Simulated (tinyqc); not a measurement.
Inside a calculation. Method: Born-Oppenheimer dynamics on the LDA (VWN5)/sto-3g surface (energies and gradients from PySCF), for H3O+, spin multiplicity 1. Computed by tinyqc, a small Python program that keeps every step (integrals from PySCF). Settings: charge = 1, multiplicity = 1, basis = sto-3g, functional = lda,vwn, time step (fs) = 2.0, steps = 16. Command: `OMP_NUM_THREADS=1 python tinyqc.py 20850 20851 out.jsonl` (the two numbers bound the seeds that draw the settings). One thread of a shared host (Intel(R) Xeon(R) Processor @ 2.60GHz), about 7 s of CPU time with the checks.

## Velocity Verlet step 1

positions (bohr), order 1O, 2H, 3H, 4H:
```
[[-0.026456, -0.062361, 0.578256],
 [1.693195, 0.049133, -0.028346],
 [-0.918407, 1.490994, 0.037795],
 [-0.869274, -1.400287, -0.015118]]
```

velocities (bohr per atomic time unit), order 1O, 2H, 3H, 4H:
```
[[0.000001219, -0.000030523, 0.000035134],
 [-0.000036781, 0.000166477, -0.000232866],
 [-0.000035781, 0.000046477, -0.000115866],
 [0.000053219, 0.000271477, -0.000208866]]
```

gradient (hartree/bohr), order 1O, 2H, 3H, 4H:
```
[[-0.04463968, -0.12787012, -0.07499148],
 [-0.06071215, 0.00436847, 0.01502555],
 [0.01820205, -0.03026726, 0.00035319],
 [0.08714435, 0.15376699, 0.05961253]]
```

masses (electron masses): [29156.946388, 1837.152588, 1837.152588, 1837.152588]

gradient after step 1 (hartree/bohr), order 1O, 2H, 3H, 4H:
```
[[0.02161857, 0.02750028, 0.01168505],
 [0.00220408, 0.00627850, 0.00163884],
 [0.00205034, -0.00207079, -0.00044593],
 [-0.02588070, -0.03171083, -0.01287485]]
```

dt = 2 fs = 82.6827 atomic units; x' = x + v dt - g dt^2 / (2m); after the new gradient g', v' = v - (g + g') dt / (2m).

positions after step 1 (bohr), order 1O, 2H, 3H, 4H:
```
[[-0.021122, -0.049894, 0.589953],
 [1.803115, 0.054770, -0.075557],
 [-0.955232, 1.551152, 0.027557],
 [-1.027015, -1.663941, -0.143303]]
```

velocities after step 1 (bohr per atomic time unit), order 1O, 2H, 3H, 4H:
```
[[0.000033860, 0.000111790, 0.000124895],
 [0.001279824, -0.000073112, -0.000607864],
 [-0.000491520, 0.000774178, -0.000113779],
 [-0.001325395, -0.002475149, -0.001260602]]
```

## Velocity Verlet step 2

gradient after step 2 (hartree/bohr), order 1O, 2H, 3H, 4H:
```
[[0.01484599, 0.04249046, 0.04094381],
 [0.04483128, 0.00392076, -0.01017261],
 [-0.01450248, 0.02463393, -0.00356121],
 [-0.04517973, -0.07104633, -0.02720735]]
```

As before.

positions after step 2 (bohr), order 1O, 2H, 3H, 4H:
```
[[-0.020857, -0.043875, 0.598910],
 [1.904833, 0.037043, -0.128866],
 [-0.999687, 1.619016, 0.018979],
 [-1.088449, -1.809591, -0.223578]]
```

velocities after step 2 (bohr per atomic time unit), order 1O, 2H, 3H, 4H:
```
[[-0.000017843, 0.000012551, 0.000050273],
 [0.000221389, -0.000302625, -0.000415829],
 [-0.000211310, 0.000266441, -0.000023607],
 [0.000273675, -0.000162808, -0.000358634]]
```

## Energy conservation

The total energy should stay constant up to terms of order dt^2; the step counts as short enough if it moves by less than 2 % of the largest kinetic energy.

Trajectory:
```
time (fs)  1O-2H (angstrom)  potential (hartree)  kinetic (hartree)  total (hartree)
0.000000           0.966759         -75.08861247         0.00023398     -75.08837850
2.000000           1.029069         -75.11098173         0.01176047     -75.09922126
4.000000           1.090219         -75.09497877         0.00064980     -75.09432897
6.000000           1.062044         -75.10894480         0.01081427     -75.09813053
8.000000           0.980843         -75.09443128         0.00151230     -75.09291899
10.000000          0.995810         -75.10951169         0.00830885     -75.10120284
12.000000          1.082473         -75.10029611         0.00248437     -75.09781174
14.000000          1.092128         -75.10551887         0.00638541     -75.09913346
16.000000          1.010070         -75.10389986         0.00488477     -75.09901509
18.000000          0.958104         -75.10312341         0.00423260     -75.09889081
20.000000          1.070237         -75.10641544         0.00623065     -75.10018478
22.000000          1.116337         -75.10101599         0.00266568     -75.09835031
24.000000          1.035390         -75.10997308         0.00840154     -75.10157154
26.000000          0.930879         -75.09619876         0.00159811     -75.09460065
28.000000          1.063991         -75.11002972         0.00880850     -75.10122121
30.000000          1.129193         -75.09777147         0.00063485     -75.09713662
32.000000          1.048458         -75.11117579         0.00968334     -75.10149245
```

The total energy moves within 1.3e-02 hartree; that is over 2 % of the largest kinetic energy, so the time step is too long.
